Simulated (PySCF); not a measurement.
# HNC (hydrogen isocyanide) at B3LYP/6-31G(d) (spherical functions, preoptimised minimum)

Aim: an optimisation with harmonic vibrations of HNC (hydrogen isocyanide). Input form: a Python script.

The calculation is run with PySCF 2.14.0.

2 further runs of the same task are left out: 2 set aside as unsound or not needed.

## (1) The system as given

HNC: 3 atoms, total charge 0, spin state singlet. As SMILES, `[C-]#[NH+]`. The shape is that of a PBE0-D4/def2-TZVP symmetrised optimisation. The run starts from this shape.

Bond lengths: C1–N2 1.163 Å, N2–H3 0.997 Å. Angles: C1–N2–H3 180.0°.

## (2) An optimisation with harmonic vibrations at B3LYP/6-31G(d) (spherical functions, preoptimised minimum)

job.py

```python
import numpy
from pyscf import gto, dft, symm
from pyscf.hessian import thermo
from pyscf.geomopt.geometric_solver import kernel as optimise

mol = gto.Mole()
mol.atom = '''
C        0.000000       0.000000      -1.108000
N        0.000000       0.000000       0.055475
H        0.000000       0.000000       1.052525
'''
mol.verbose = 3
mol.charge = 0
mol.max_memory = 1860
mol.basis = '6-31g*'
mol.build()

mf = dft.RKS(mol, xc='b3lyp')
mf.grids.level = 4
mf.conv_tol = 1e-10
converged, mol_eq = optimise(mf, maxsteps=80)
print('converged:', converged)
print(mol_eq.tostring())

mf.reset(mol_eq)
mol = mol_eq
mf.kernel()
etot = mf.e_tot
print('E = %.10f Eh' % etot)
hess = mf.Hessian().kernel()
modes = thermo.harmonic_analysis(mol, hess)
print('frequencies (1/cm)', numpy.round(modes['freq_wavenumber'], 1))
symm.geom.TOLERANCE = 1e-3  # for the symmetry number
th = thermo.thermo(mf, modes['freq_au'], 298.15, 101325)
thermo.dump_thermo(mol, th)
```

Run with:

```console
OMP_NUM_THREADS=1 python job.py
```

The log of the run:

```text
maxiter                   80
----------------------------------------------------------
Custom engine selected.
Bonds will be generated from interatomic distances less than 1.20 times sum of covalent radii
9 internal coordinates being used (instead of 9 Cartesians)
Internal coordinate system (atoms numbered from 1):
Distance 1-2
Distance 2-3
LinearAngleX 1-2-3
LinearAngleY 1-2-3
Translation-X 1-3
Translation-Y 1-3
Translation-Z 1-3
Rotation-A 1-3
Rotation-B 1-3
Rotation-C 1-3
> ===== Optimization Info: ====
> Job type: Energy minimization
> Maximum number of optimization cycles: 80
> Initial / maximum trust radius (Angstrom): 0.100 / 0.300
> Convergence Criteria:
> Will converge when all 5 criteria are reached:
>  |Delta-E| < 1.00e-06
>  RMS-Grad  < 3.00e-04
>  Max-Grad  < 4.50e-04
>  RMS-Disp  < 1.20e-03
>  Max-Disp  < 1.80e-03
> === End Optimization Info ===

Geometry optimization cycle 1
Cartesian coordinates (Angstrom)
 Atom        New coordinates             dX        dY        dZ
   C   0.000000   0.000000  -1.108000    0.000000  0.000000  0.000000
   N   0.000000   0.000000   0.055475    0.000000  0.000000  0.000000
   H   0.000000   0.000000   1.052525    0.000000  0.000000  0.000000

WARN: Mole.unit (angstrom) is changed to Bohr

converged SCF energy = -93.3930806233423
--------------- RKS_Scanner gradients ---------------
         x                y                z
0 C     0.0000000000     0.0000000000     0.0295563053
1 N     0.0000000000    -0.0000000000    -0.0269219664
2 H     0.0000000000     0.0000000000    -0.0026339509
----------------------------------------------
cycle 1: E = -93.3930806233  dE = -93.3931  norm(grad) = 0.0400663
Step    0 : Gradient = 2.313e-02/2.956e-02 (rms/max) Energy = -93.3930806233
Hessian Eigenvalues: 5.00000e-02 5.00000e-02 5.00000e-02 ... 1.60000e-01 4.82108e-01 1.25546e+00

Geometry optimization cycle 2
Cartesian coordinates (Angstrom)
 Atom        New coordinates             dX        dY        dZ
   C  -0.000000  -0.000000  -1.117273   -0.000000 -0.000000 -0.009273
   N  -0.000000   0.000000   0.058660   -0.000000  0.000000  0.003185
   H  -0.000000   0.000000   1.058601   -0.000000  0.000000  0.006076
converged SCF energy = -93.3934478316228
--------------- RKS_Scanner gradients ---------------
         x                y                z
0 C     0.0000000000    -0.0000000000     0.0013515131
1 N    -0.0000000000     0.0000000000    -0.0011175919
2 H    -0.0000000000     0.0000000000    -0.0002335263
----------------------------------------------
cycle 2: E = -93.3934478316  dE = -0.000367208  norm(grad) = 0.00176922
Step    1 : Displace = 6.660e-03/9.269e-03 (rms/max) Trust = 1.000e-01 (=) Grad = 1.021e-03/1.352e-03 (rms/max) E (change) = -93.3934478316 (-3.672e-04) Quality = 1.034
Hessian Eigenvalues: 5.00000e-02 5.00000e-02 5.00000e-02 ... 1.60000e-01 4.80719e-01 1.20042e+00

Geometry optimization cycle 3
Cartesian coordinates (Angstrom)
 Atom        New coordinates             dX        dY        dZ
   C  -0.000000  -0.000000  -1.117766   -0.000000 -0.000000 -0.000493
   N  -0.000000  -0.000000   0.058765   -0.000000 -0.000000  0.000105
   H  -0.000000  -0.000000   1.058975    0.000000 -0.000000  0.000374
converged SCF energy = -93.3934486850778
--------------- RKS_Scanner gradients ---------------
         x                y                z
0 C     0.0000000000    -0.0000000000     0.0000578958
1 N    -0.0000000000     0.0000000000    -0.0000636321
2 H     0.0000000000    -0.0000000000     0.0000061373
----------------------------------------------
cycle 3: E = -93.3934486851  dE = -8.53455e-07  norm(grad) = 8.62475e-05
Step    2 : Displace = 3.624e-04/4.883e-04 (rms/max) Trust = 1.414e-01 (+) Grad = 4.980e-05/6.363e-05 (rms/max) E (change) = -93.3934486851 (-8.535e-07) Quality = 1.037
Hessian Eigenvalues: 5.00000e-02 5.00000e-02 5.00000e-02 ... 1.60000e-01 4.80719e-01 1.20042e+00
Converged! =D

converged: True
C          -0.00000000       -0.00000000       -1.11776586
N          -0.00000000       -0.00000000        0.05876501
H          -0.00000000       -0.00000000        1.05897538
converged SCF energy = -93.3934486850772
E = -93.3934486851 Eh
frequencies (1/cm) [ 464.8  464.8 2110.9 3826.1]
temperature 298.1500 [K]
pressure 101325.00 [Pa]
Rotational constants [GHz] inf 44.87422 44.87422
Symmetry number 1
Zero-point energy (ZPE) 0.01564 [Eh]   41071.169 [J/mol]
                           tot       elec      trans        rot        vib
Entropy [J/mol/K]       205.469      0.000    149.862     49.308      6.298
Cv [J/mol/K]             31.933      0.000     12.472      8.314     11.146
Cp [J/mol/K]             40.247      0.000     20.786      8.314     11.146
Internal energy [J/mol]                      3718.434   2478.956  42392.644
Internal energy [Eh]   -93.37494  -93.39345
Enthalpy [J/mol]                             6197.391   2478.956  42392.644
Enthalpy [Eh]          -93.37400
Gibbs free energy [J/mol]                  -38484.108 -12222.357  40514.749
Gibbs free energy [Eh] -93.39733
```

It took 12 s on 1 thread of Arm Neoverse V1, shared host; peak memory 0.51 GiB.

## (3) Outcome

Level: B3LYP/6-31G* (spherical functions, preoptimised minimum).

```
                                                 quantity             value
                                             total energy      -93.39345 Eh
                                            dipole moment            2.94 D
                                              HOMO energy          -8.48 eV
                                              LUMO energy           0.73 eV
                                            HOMO–LUMO gap           9.21 eV
                               lowest harmonic wavenumber          465 cm⁻¹
                              highest harmonic wavenumber         3826 cm⁻¹
                                        zero-point energy       41.1 kJ/mol
ideal-gas entropy at 298.15 K (symmetry number 1 as used)  49.1 cal/(mol K)
```

**Reading.** At the final geometry: Bond lengths: C1–N2 1.177 Å, N2–H3 1.000 Å. Angles: C1–N2–H3 180.0°. All 4 modes are real, so the shape is a minimum at this level. Mulliken charges run from -0.40 on N2 to +0.36 on H3.
